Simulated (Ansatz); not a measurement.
A run of Ansatz (development build ahead of 0.2.0) on singlet C₄H₈ at this shape:

```yaml
atoms:
  - { symbol: C, position_ang: [0.0000, -0.6611, -0.6697] }
  - { symbol: C, position_ang: [0.0000, -0.6611, 0.6697] }
  - { symbol: C, position_ang: [0.0000, 0.5196, -1.5851] }
  - { symbol: C, position_ang: [0.0000, 0.5196, 1.5851] }
  - { symbol: H, position_ang: [0.0000, -1.6390, -1.1670] }
  - { symbol: H, position_ang: [0.0000, -1.6390, 1.1670] }
  - { symbol: H, position_ang: [0.0000, 1.4788, -1.0491] }
  - { symbol: H, position_ang: [0.8826, 0.5045, -2.2469] }
  - { symbol: H, position_ang: [-0.8826, 0.5045, -2.2469] }
  - { symbol: H, position_ang: [0.0000, 1.4788, 1.0491] }
  - { symbol: H, position_ang: [-0.8826, 0.5045, 2.2469] }
  - { symbol: H, position_ang: [0.8826, 0.5045, 2.2469] }
```

Its results:

| Item | Value |
| --- | --- |
| Converged | yes |
| Reference energy | -156.12031 hartree |
| Correlation energy | -0.56228 hartree |
| Total energy | -156.68258 hartree |
| Spin squared of the determinant | 0.000 |

Q: Which input gives this output? Name the method, the orbitals and the basis set, and write the input.

A: RHF-MP2 in cc-pVDZ. An unrestricted run that stays on the closed shell gives the same numbers.

```yaml
crystal:
  periodic: [false, false, false]
  atoms:
    - { symbol: C, position_ang: [0.0, -0.66113, -0.66974] }
    - { symbol: C, position_ang: [0.0, -0.66113, 0.66974] }
    - { symbol: C, position_ang: [0.0, 0.51964, -1.58513] }
    - { symbol: C, position_ang: [0.0, 0.51964, 1.58513] }
    - { symbol: H, position_ang: [0.0, -1.63899, -1.16699] }
    - { symbol: H, position_ang: [0.0, -1.63899, 1.16699] }
    - { symbol: H, position_ang: [0.0, 1.47884, -1.04909] }
    - { symbol: H, position_ang: [0.88259, 0.50454, -2.24687] }
    - { symbol: H, position_ang: [-0.88259, 0.50454, -2.24687] }
    - { symbol: H, position_ang: [0.0, 1.47884, 1.04909] }
    - { symbol: H, position_ang: [-0.88259, 0.50454, 2.24687] }
    - { symbol: H, position_ang: [0.88259, 0.50454, 2.24687] }
basis:
  gaussian: { orbitals: cc-pVDZ }
hamiltonian:
  xc: hf
correlation:
  method: mp2
  frozen_orbitals: { C: 1, H: 0 }
```
